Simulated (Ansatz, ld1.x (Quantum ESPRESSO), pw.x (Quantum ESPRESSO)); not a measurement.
# La: one change to the TM potential, in the atom and in the sc crystal

La (Z = 57), norm-conserving Troullier–Martins (Kleinman–Bylander form), made with ld1.x (Quantum ESPRESSO) 7.5 (PBEsol, scalar-relativistic). Core [Xe], reference 4f0 5d1 6s2 6p0. Waves: 6s (bound): rc 3.35 bohr; 6p (bound, empty): rc 4.20 bohr; 5d (bound): rc 2.35 bohr; 4f (bound, empty): rc 0.85 bohr. Local part: all-electron potential smoothed inside 4.20 bohr (lloc = -1). Core correction: none.

Change: all radii scaled by about 0.93 (s 3.12, p 3.90, d 2.18, f 0.80 bohr); local potential all-electron potential smoothed inside 3.90 bohr (lloc = -1).

Cutoffs, loose and tight: the cutoffs (Ry, on a coarse ladder) from which the occupation-weighted sum of valence levels, in a spherical-Bessel basis at the reference potential, stays within 10 and 1 mRy of its value at 400 Ry. They do not see the model core or the augmentation charge, which bear on the density cutoff. Test errors are all-electron minus pseudo excitation energies from the reference, over the configurations 4f0 5d1 6s1 6p0; 4f0 5d1 6s0 6p0; 4f0 5d1 6s1.5 6p0; 4f0 5d1.5 6s1.5 6p0; 4f0 5d2 6s0 6p0; 4f0 5d0 6s2 6p1; 4f1 5d0 6s2 6p0; variants that change the core or the reference have their own tests.

Crystal test: sc La in pw.x 7.5, no spin, 10³ k-points, Fermi–Dirac smearing 0.01 Ry, cutoffs set for each file from its atomic test. The reference is all-electron LAPW (Ansatz 0.2.0) with the same functional, mesh and smearing; V0 and B0 come from Birch–Murnaghan fits to the pressures at five volumes. Errors are pseudo minus all-electron; Δ is the rms difference of the E(V) curves that follow from these fits, minima aligned, over ±6 % about the mean V0. Mesh and smearing are coarse, so the numbers serve the comparison and aren't converged zero-temperature values; the lattice is a test structure that the element need not adopt.

All-electron: a0 = 3.222 Å (V0 = 33.46 Å³/atom), B0 = 26.7 GPa.

Problem. Does the change bring the crystal closer to the all-electron result?

Solution. The mean pressure error goes from +5.45 to -0.58 GPa, so the change moves the solid closer to the all-electron pressures. Neither pressure curve crosses zero within the volumes sampled, so no fits are given.

| quantity | base | changed |
| --- | --- | --- |
| outcome (atom) | generated | generated |
| cutoff, loose (atom) | 10 Ry | 10 Ry |
| cutoff, tight (atom) | 15 Ry | 15 Ry |
| bound ghosts (atom) | none | none |
| largest test error (meV) (atom) | +115 over the solved tests; 1 of 7 tests not solved or not reliable | +170 over the solved tests; 1 of 7 tests not solved or not reliable |
| cutoffs in pw.x (Ry) | 35/140 | 35/140 |
| mean pressure error (GPa) | +5.45 | -0.58 |

Base: The largest radius (4.20 bohr) exceeds half the bond length (3.05 bohr), so the spheres overlap, which is one possible source of error among others. This is a poor potential for the solid. Atomic configuration tests: 1 of 7 tests not solved or not reliable. The cutoffs count occupied waves only; the empty 4f level needs 300 Ry at the loose tolerance. Changed file: The largest radius (3.90 bohr) exceeds half the bond length (3.05 bohr), so the spheres overlap, which is one possible source of error among others. This is a poor potential for the solid. Atomic configuration tests: 1 of 7 tests not solved or not reliable. The logarithmic derivative shows an extra or strongly shifted pseudo pole above the reference energy (s near 0.17 Ry). The cutoffs count occupied waves only; the empty 4f level needs over 300 Ry at the loose tolerance. The atomic cutoffs weigh occupied waves only.
